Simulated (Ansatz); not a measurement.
## Cd (hcp): energy against volume

Method: DFT, BLYP, plane waves (420 eV) with PAW, scalar-relativistic (Ansatz). (PAW data from PBE, frozen cores regenerated.)

The cell is scaled uniformly from the relaxed one, with fractional coordinates and shape fixed. Energies are extrapolated to zero smearing, pressures are those at the given smearing. Magnetic state: spin not included.

A Birch-Murnaghan fit gives V₀ = 26.63 Å³/atom, B₀ = 20 GPa, B₀′ = 9.3.

Question: What are the energy above the minimum and the pressure at 27.735 Å³/atom?

Answer: 2.5 meV/atom and -0.61 GPa as computed.

Question: What are the energy above the minimum and the pressure at 28.802 Å³/atom?

Answer: 8.6 meV/atom and -1.03 GPa as computed.

Question: What are the energy above the minimum and the pressure at 29.869 Å³/atom?

Answer: 16.6 meV/atom and -1.28 GPa as computed.

This functional, with no dispersion term, lets the cell expand far past the measured one.
